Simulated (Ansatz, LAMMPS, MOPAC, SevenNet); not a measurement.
Rock-salt SrO, elastic constant C12

Reference value: 49.1 GPa (measured, temperature not stated, no zero-point or thermal correction; as tabulated in Oses et al. (2018), arXiv:1811.08464).

```
level (code)                                     value (GPa)  cell (Å³/atom)
-----------------------------------------------  -----------  --------------
ionic model lewis1985c (shell model, LAMMPS)            75.0           17.17
PM7 semi-empirical Hartree-Fock (MOPAC) (MOPAC)          [?]           12.39
SevenNet-l3i5 (SevenNet)                                 [?]           17.64
LDA (Ansatz)                                            52.2           16.23
PBE (Ansatz)                                            46.9           17.52
r²SCAN (Ansatz)                                         48.8           17.17
r²SCAN0 (Ansatz)                                        52.1           16.94
```

Problem. What belongs in the gaps?

Solution. 
- PM7 semi-empirical Hartree-Fock (MOPAC) (MOPAC), value (GPa): 339
- SevenNet-l3i5 (SevenNet), value (GPa): 43.3

Differences against the reference: ionic model lewis1985c +53 %, PM7 semi-empirical Hartree-Fock (MOPAC) +590 %, SevenNet-l3i5 -11.8 %, LDA +6.3 %, PBE -4.5 %, r²SCAN -0.6 %, r²SCAN0 +6.1 %.

Leaving aside ionic model lewis1985c, which can be fitted to such values or carry a doubt: The reference's temperature isn't stated, so close values are not ranked against it. Off by more than 25 % (a bound picked here): PM7 semi-empirical Hartree-Fock (MOPAC) (+590 %).

The reference has no zero-point or thermal correction, while the calculations are for a static lattice, so the differences are not the levels' errors alone.  PM7 semi-empirical Hartree-Fock (MOPAC): the relaxed volume lies over a fifth from the starting cell. PM7 semi-empirical Hartree-Fock (MOPAC): the method was fitted mainly to molecules. PM7 semi-empirical Hartree-Fock (MOPAC): the run uses a supercell at the zone centre in place of a k mesh. Each level is taken at its own relaxed cell. Cutoffs differ between the levels. Ansatz's density-functional and Hartree–Fock values are scalar-relativistic unless marked +SOC, with PAW data made under PBE.

Empirical potentials (ionic model lewis1985c) are fitted to chosen data, which need not cover the solid at hand: agreement can be built in, and what lay outside the fit can be far off. Machine-learned potentials (SevenNet-l3i5) are trained on DFT data, which may include these solids.

Differences are worked out from the printed values.

Ansatz is a first-principles code.
